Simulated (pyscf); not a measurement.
Thermochemistry of product channels of H₃Si–GeH₃ + hydroxyl (OH•) on the doublet surface, in kcal/mol, from CCSD(T)/def2-TZVPP + ΔMP2(QZVPP) energies (ideal gas, 1 atm, RRHO with modes under 100 cm⁻¹ raised to 100, one conformer, R ln 2 for chiral ones without a mode under 150 cm⁻¹). PySCF, gas phase, ωB97X-D3(BJ)/def2-SVP geometries. MP2 and CC: frozen core, UHF for open shells. ΔMP2 is the change of the MP2 total energy from the triple- to the quadruple-zeta basis.

```
products                      ΔE  ΔH(298 K)  ΔG(298 K)  ΔG(900 K)
-------------------------  -----  ---------  ---------  ---------
silyl (SiH₃•) + HO–GeH₃    -28.8      -28.0      -29.3      -31.1
silanol (HO–SiH₃) + GeH₃•  -49.8      -48.7      -49.9      -51.4
```

These are energies of the channels, which say nothing of barriers. The CCSD(T) − MP2 part came from Ansatz, without density fitting, on the same reference. The frozen core leaves the outer d or s,p core shells of the metals and heavy elements correlated in the MP2 and CC values, and def2-TZVPP describes them poorly, which can shift differences by a few kcal/mol. Left out: orbital degeneracy and the spin-orbit lowering of OH. Elements up to Kr have no core potential and no relativistic terms here.
